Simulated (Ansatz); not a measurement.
Task: a ranking of conformers of C4H10O2, SMILES CCC(O)CO, with the Ansatz DFT code, driven from Python. Give the script and its output. Use (for the species named): MP2, 6-31G* basis, multiplicity 1.

`run_conformers.py`
```python
'''Rank force-field conformers of C4H10O2 by single points.'''

import ansatz as az
from rdkit import Chem
from rdkit.Chem import AllChem

BASIS_SET = '6-31G*'
METHOD = 'mp2'

rd = Chem.AddHs(Chem.MolFromSmiles('CCC(O)CO'))
ids = list(AllChem.EmbedMultipleConfs(rd, numConfs=20, randomSeed=200, pruneRmsThresh=0.4))
field = [energy for _, energy in AllChem.MMFFOptimizeMoleculeConfs(rd)]
distinct = {round(e, 2): i for i, e in zip(ids, field)}
chosen = sorted(distinct.items())[:4]
found = []
for force_field, index in chosen:
    molecule = az.Crystal.molecule()
    for atom, xyz in zip(rd.GetAtoms(), rd.GetConformer(index).GetPositions()):
        molecule = molecule.atom(atom.GetSymbol(), xyz.round(5).tolist())
    calculation = (
        molecule.calculation()
        .basis(gaussian=BASIS_SET)
        .correlation(METHOD)
    )
    found.append(calculation.run().report['free_energy_ev'])
print('conformer   MMFF (kcal/mol)   this level (eV)')
for (force_field, index), e in zip(chosen, found):
    print(f'{index:9d} {force_field - chosen[0][0]:17.2f} {(e - min(found)):17.3f}')
```

```console
$ python run_conformers.py
conformer   MMFF (kcal/mol)   this level (eV)
        4              0.00             0.000
        7              0.50             0.000
        1              0.85             0.055
        6              1.67             0.020
```

The conformers keep their force-field geometries. Timing: 9.7 s on 1 thread of Arm Neoverse V1, with other jobs on the host, peak memory 0.34 GiB.
